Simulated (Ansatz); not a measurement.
# CH4FSi (SMILES C[SiH]F) at UCAM-B3LYP/aug-cc-pVDZ

Aim: the vertical doublet–quartet gap of CH4FSi at UCAM-B3LYP/aug-cc-pVDZ, from 2 runs. 

The calculation is run with Ansatz 0.2.0.

45 further runs of the same task are left out: 45 set aside as unsound or not needed.

## (1) Starting point

CH4FSi has 7 atoms, charge 0, and is taken as a doublet. As SMILES, `C[SiH]F`. The coordinates come from a PBE0-D4/def2-TZVP relaxation.

Bond lengths: C1–Si2 1.864 Å, Si2–F3 1.609 Å, C1–H4 1.091 Å, C1–H5 1.093 Å, C1–H6 1.094 Å, Si2–H7 1.494 Å. Angles: C1–Si2–F3 108.7°, C1–Si2–H7 111.7°, F3–Si2–H7 106.7°, Si2–C1–H4 111.5°, Si2–C1–H5 109.9°, Si2–C1–H6 110.0°, H4–C1–H5 108.4°, H4–C1–H6 108.5°, H5–C1–H6 108.5°.

## (2) A single-point energy at UCAM-B3LYP/aug-cc-pVDZ

The input, input.yaml:

```yaml
crystal:
  periodic: [false, false, false]
  atoms:
    - {symbol: C, position_ang: [-0.653500, 0.389500, -0.298000]}
    - {symbol: Si, position_ang: [0.917400, -0.594100, -0.104100]}
    - {symbol: F, position_ang: [0.640700, -1.812800, 0.909600]}
    - {symbol: H, position_ang: [-1.444900, -0.207800, -0.754100]}
    - {symbol: H, position_ang: [-0.470200, 1.260900, -0.931700]}
    - {symbol: H, position_ang: [-1.000700, 0.738300, 0.679600]}
    - {symbol: H, position_ang: [2.011300, 0.226000, 0.498700]}
basis:
  gaussian: {orbitals: aug-cc-pVDZ}
total_charge: 0
magnetization: {spin_polarized: true, initial_magnetization: 1}
hamiltonian: {xc: {name: CAM-B3LYP}}
accuracy: high
output: {orbitals: {seedname: orbitals}}
```

On the command line:

```
ansatz run input.yaml --threads 1 --pin off --max-ram 3480MiB --events-out events.jsonl --progress --plain --runs-dir runs
```

The log of the run:

```text
Warning: RAYON_NUM_THREADS=1 ignored (pool sized by the plan → 1); use --threads N
Functional definition: CAM-B3LYP
  name "CAM-B3LYP"
  parameter alpha = 0.19
  parameter beta = 0.46
  parameter omega = 0.33/bohr
  parameter ac = 0.81
  exchange = (1 - alpha - beta)*b88_x + beta*b88_x_sr(omega) + alpha*exact_x + beta*exact_x_lr(omega)
  correlation = (1 - ac)*vwn5_c + ac*lyp_c
2190 factors; integrals over basis functions are off by at most 3.6e-9 eV
549 factors; integrals over basis functions are off by at most 2.2e-9 eV
mean field evaluation 1: about -11690.3729 eV, gradient 3.7e1 eV
mean field evaluation 2: about -11690.0391 eV, gradient 3.9e1 eV
mean field evaluation 4: about -11696.1103 eV, gradient 1.7e0 eV
mean field evaluation 8: about -11696.1782 eV, gradient 8.5e-2 eV
mean field evaluation 16: about -11696.1783 eV, gradient 2.3e-4 eV
mean field -11696.17825013 eV, -429.8266227378 hartree, gradient 4.5e-8 eV, S^2 0.751486; 0 other end points of the search recorded, 0 dependent functions left out
reference -11696.17827422 eV, -429.8266236232 hartree; 17, 16 occupied and 92, 93 virtual orbitals, 2190 factors
Total energy: -11696.17827422 eV, -429.8266236232 hartree
```

It took 19 s on 1 thread of Arm Neoverse V2, shared host; peak memory 0.55 GiB.

## (3) The quartet at the same level

The input, in.yaml:

```yaml
crystal:
  periodic: [false, false, false]
  atoms:
    - {symbol: C, position_ang: [-0.653500, 0.389500, -0.298000]}
    - {symbol: Si, position_ang: [0.917400, -0.594100, -0.104100]}
    - {symbol: F, position_ang: [0.640700, -1.812800, 0.909600]}
    - {symbol: H, position_ang: [-1.444900, -0.207800, -0.754100]}
    - {symbol: H, position_ang: [-0.470200, 1.260900, -0.931700]}
    - {symbol: H, position_ang: [-1.000700, 0.738300, 0.679600]}
    - {symbol: H, position_ang: [2.011300, 0.226000, 0.498700]}
basis:
  gaussian: {orbitals: aug-cc-pVDZ}
magnetization: {spin_polarized: true, initial_magnetization: 3}
hamiltonian: {xc: {name: CAM-B3LYP}}
accuracy: high
output: {orbitals: {seedname: orbitals}}
```

On the command line:

```
ansatz run in.yaml --threads 1 --pin off --max-ram 3480MiB --events-out events.jsonl --progress --plain --runs-dir runs
```

The log of the run (excerpt; [...] marks lines left out):

```text
Warning: RAYON_NUM_THREADS=1 ignored (pool sized by the plan → 1); use --threads N
[... 2 set-up lines as earlier in the session ...]
[...]
2190 factors; integrals over basis functions are off by at most 3.6e-9 eV
549 factors; integrals over basis functions are off by at most 2.2e-9 eV
[...]
mean field -11688.39876554 eV, -429.5407319523 hartree, gradient 5.7e-8 eV, S^2 3.756988; 6 other end points of the search recorded, 0 dependent functions left out
reference -11688.39878355 eV, -429.5407326142 hartree; 18, 15 occupied and 91, 94 virtual orbitals, 2190 factors
Total energy: -11688.39878355 eV, -429.5407326142 hartree
```

It took 47 s on 1 thread of Arm Neoverse V2, shared host; peak memory 0.55 GiB.

## (4) Outcome

At UCAM-B3LYP/aug-cc-pVDZ:

| quantity | value |
| --- | --- |
| doublet: total energy | -429.82662 Eh |
| doublet: HOMO energy (highest over α and β) | -7.38 eV |
| doublet: LUMO energy (lowest over α and β) | -1.44 eV |
| doublet: ⟨S²⟩ | 0.751 |
| quartet: total energy | -429.54073 Eh |
| quartet: HOMO energy (highest over α and β) | -3.07 eV |
| quartet: ⟨S²⟩ | 3.757 |
| vertical energy of the quartet above the doublet | 7.779 eV |

**Reading.** At this shape the quartet lies 7.78 eV (179 kcal/mol) above the doublet.
